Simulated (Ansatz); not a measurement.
## Solid iodine

These are PBE-D4 (plane waves, PAW; Ansatz, a program for electronic structure) values and carry that method's errors.

Numerical settings: plane-wave cutoff 520 eV, 8×8×4 k mesh (along the axes of the cell as run), Fermi–Dirac smearing 0.01 eV, scalar-relativistic PAW data made under PBE.

Cell (relaxed at this level):

```cif
data_I8
_chemical_formula_sum 'I8'
_space_group_name_H-M_alt 'Cmce'
_space_group_IT_number 64
_space_group_name_Hall '-C 2ac 2'
_cell_length_a 7.29214
_cell_length_b 4.47556
_cell_length_c 9.64457
_cell_angle_alpha 90.000
_cell_angle_beta 90.000
_cell_angle_gamma 90.000
loop_
_atom_site_label
_atom_site_type_symbol
_atom_site_symmetry_multiplicity
_atom_site_Wyckoff_symbol
_atom_site_fract_x
_atom_site_fract_y
_atom_site_fract_z
_atom_site_occupancy
I1 I 8 f 0.00000 0.17169 0.12245 1
```
(The calculation used a cell of 4 atoms; values per cell refer to that cell.)

* **bulk modulus B0**: 12.8 GPa
* **band gap**: 0.83 eV
* **smallest direct gap on the k points sampled**: 1.13 eV
* **direct gap at Γ**: 1.15 eV
* **pressure derivative B′ of the bulk modulus**: 7.1

Note: the bulk modulus comes from volumes at which shape and atoms were relaxed.

Spin–orbit coupling is not included; with these elements it can move the gap by several tenths of an eV or more.

Computed values are for the static lattice.

Computing time: around 8 core-minutes (rough).
